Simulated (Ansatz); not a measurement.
Ansatz (a quantum-chemistry and plane-wave program) input (PBE/6-31G*):

Ansatz 0.2 input:
```yaml
crystal:
  periodic: [false, false, false]
  atoms:
    - {symbol: N, position_ang: [-0.00000000, -0.00000000, -0.12998002]}
    - {symbol: H, position_ang: [0.00000000, 0.00000000, 0.90986017]}
basis:
  gaussian:
    orbitals: 6-31G*
hamiltonian:
  xc: {name: PBE}
relax: {f_tol: 0.003, max_steps: 120}
```

Output:

```
WARN ansatz: RAYON_NUM_THREADS=1 ignored (pool sized by the plan → 1); use --threads N
Functional definition: PBE
integrals: 0.00 GiB planned
188 factors; integrals over basis functions are off by at most 5.7e-4 eV
mean field: 0.04 GiB planned
mean field evaluation 1: about -1497.1104 eV, gradient 2.1e1 eV
mean field evaluation 2: about -1496.6808 eV, gradient 2.5e1 eV
mean field evaluation 4: about -1498.0438 eV, gradient 6.4e0 eV
mean field evaluation 8: about -1498.0921 eV, gradient 4.1e0 eV
mean field evaluation 16: about -1498.1252 eV, gradient 5.3e-1 eV
mean field -1498.12514134 eV, -55.0550834785 hartree, gradient 1.1e-5 eV, S^2 0.000000; 2 other end points of the search recorded, 0 dependent functions left out
the calculation of the forces begins
reference -1498.12515168 eV, -55.0550838586 hartree; 4, 4 occupied and 13, 13 virtual orbitals, 188 factors
relax step   1: F+E_penalty+E_count = -1498.12514134 eV  Δ(F+E_penalty+E_count) = +0.000e0 eV  max|allowed force component| = 6.301e-1 eV/Å  Δτ_max = 0.0000 Å  (61 SCF iters, accepted)
these checks for a lower state are left out or cut short: starts, cluster_reference, orbital_swaps, neighbouring_geometries, increment
integrals: 0.00 GiB planned
188 factors; integrals over basis functions are off by at most 5.9e-4 eV
mean field: 0.04 GiB planned
mean field evaluation 32: about -1498.1310 eV, gradient 5.8e-4 eV
mean field -1498.12989876 eV, -55.0552583106 hartree, gradient 8.9e-6 eV, S^2 0.000000; 0 other end points of the search recorded, 0 dependent functions left out
the calculation of the forces begins
reference -1498.12990910 eV, -55.0552586906 hartree; 4, 4 occupied and 13, 13 virtual orbitals, 188 factors
relax step   2: F+E_penalty+E_count = -1498.12989876 eV  Δ(F+E_penalty+E_count) = -4.757e-3 eV  max|allowed force component| = 1.959e-1 eV/Å  Δτ_max = 0.0058 Å  (20 SCF iters, accepted)
these checks for a lower state are left out or cut short: starts, cluster_reference, orbital_swaps, neighbouring_geometries, increment
integrals: 0.00 GiB planned
188 factors; integrals over basis functions are off by at most 6.0e-4 eV
mean field: 0.04 GiB planned
mean field -1498.13043651 eV, -55.0552780725 hartree, gradient 5.2e-6 eV, S^2 0.000000; 0 other end points of the search recorded, 0 dependent functions left out
the calculation of the forces begins
reference -1498.13044685 eV, -55.0552784525 hartree; 4, 4 occupied and 13, 13 virtual orbitals, 188 factors
relax step   3: F+E_penalty+E_count = -1498.13043651 eV  Δ(F+E_penalty+E_count) = -5.377e-4 eV  max|allowed force component| = 7.172e-3 eV/Å  Δτ_max = 0.0027 Å  (19 SCF iters, accepted)
these checks for a lower state are left out or cut short: starts, cluster_reference, orbital_swaps, neighbouring_geometries, increment
integrals: 0.00 GiB planned
188 factors; integrals over basis functions are off by at most 6.0e-4 eV
mean field: 0.04 GiB planned
mean field -1498.13043725 eV, -55.0552780996 hartree, gradient 3.9e-6 eV, S^2 0.000000; 0 other end points of the search recorded, 0 dependent functions left out
the calculation of the forces begins
reference -1498.13044759 eV, -55.0552784796 hartree; 4, 4 occupied and 13, 13 virtual orbitals, 188 factors
relax step   4: F+E_penalty+E_count = -1498.13043725 eV  Δ(F+E_penalty+E_count) = -7.385e-7 eV  max|allowed force component| = 7.077e-5 eV/Å  Δτ_max = 0.0001 Å  (15 SCF iters, accepted)
integrals: 0.00 GiB planned
188 factors; integrals over basis functions are off by at most 6.0e-4 eV
mean field: 0.04 GiB planned
mean field evaluation 64: about -1498.1304 eV, gradient 4.2e-6 eV
mean field -1498.13043725 eV, -55.0552780996 hartree, gradient 3.9e-6 eV, S^2 0.000000; 3 other end points of the search recorded, 0 dependent functions left out
the calculation of the forces begins
reference -1498.13044759 eV, -55.0552784796 hartree; 4, 4 occupied and 13, 13 virtual orbitals, 188 factors
Total energy: -1498.13044759 eV, -55.0552784796 hartree
Atom 0 at     0.000000    -0.000000    -0.138541 Å, force     0.000000     0.000000    -0.000071 eV/Å
Atom 1 at    -0.000000     0.000000     0.918421 Å, force    -0.000000    -0.000000     0.000071 eV/Å
Dipole moment:    -0.000000    -0.000000     0.330287 e Å
```
